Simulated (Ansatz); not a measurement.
Cost and result for the atomization energy of AlH5SSi, SMILES `[AlH2][SiH2]S` (8 atoms, 7 bonds).

The species carries charge 0 and has multiplicity 1. Geometry: relaxed with PBE0-D4/def2-TZVP. It is one conformer, not always the lowest. Program: Ansatz. All runs use 2 threads of an Arm Neoverse V1 on a shared host. Times are those of one run each, without the atoms' runs, and a repeat can differ threefold. Electronic energies, without spin–orbit coupling; frozen cores. CCSD(T)/CBS adds CCSD(T) − MP2 in def2-TZVPP to the MP2 limit, and its time is that of the two runs behind it. T1 = 0.012. B3LYP takes the VWN-RPA correlation (the form of Gaussian; ORCA's B3LYP/G).

CCSD(T)/CBS is a level of theory with its own doubt, some kJ/mol a heavy atom from the limit and from the frozen cores, so smaller differences don't rank the functionals.

| level | functions | wall time | atomization (kcal/mol) | difference from CCSD(T)/CBS | per bond |
| --- | --- | --- | --- | --- | --- |
| CCSD(T)/def2-SVP | 79 | 1.4 s | 469.6 | -39.9 | -5.7 |
| revPBE-D4/def2-TZVPP | 196 | 2.3 s | 495.1 | -14.4 | -2.1 |
| PBE0-D4/def2-TZVPP | 196 | 3 s | 500.8 | -8.7 | -1.2 |
| BHLYP-D4/def2-TZVPP | 196 | 3.3 s | 500.5 | -9.0 | -1.3 |
| B3LYP-D4/def2-TZVPP (with forces) | 196 | 4.9 s | 505.4 | -4.1 | -0.6 |
| r2SCAN-D4/def2-TZVPP (with forces) | 196 | 5.5 s | 508.8 | -0.7 | -0.1 |
| B2PLYP/def2-TZVPP | 196 | 5.5 s | 497.5 | -12.0 | -1.7 |
| PBE-QIDH/def2-TZVPP | 196 | 5.5 s | 500.0 | -9.5 | -1.4 |
| r2SCANh-D4/def2-TZVPP | 196 | 6 s | 507.1 | -2.4 | -0.4 |
| ωB97M-V/def2-TZVPP (with forces) | 196 | 13 s | 509.1 | -0.4 | -0.1 |
| MP2/def2-QZVPP | 360 | 18 s | 498.8 | -10.7 | -1.5 |
| CCSD(T)/def2-TZVPP | 196 | 35 s | 494.5 | -15.0 | -2.1 |
| CCSD(T)/CBS(def2) | – | 53 s | 509.5 | 0.0 | 0.0 |

In def2-TZVPP, CCSD(T) changes the Hartree–Fock value by +115.0 kcal/mol (the triples alone add +5.3 kcal/mol) and MP2 by +110.4 kcal/mol; breaking electron pairs costs correlation energy, which Hartree–Fock lacks. From BLYP to BHLYP (50 % exact exchange), in def2-TZVPP and without D4, the atomization energy moves by +4.6 kcal/mol. The D4 term adds +6.5 kcal/mol with B3LYP and +3.4 kcal/mol with PBE0; it sums over pairs of atoms, weighted by their polarisabilities, and B3LYP, whose exchange is more repulsive, gets the larger term.
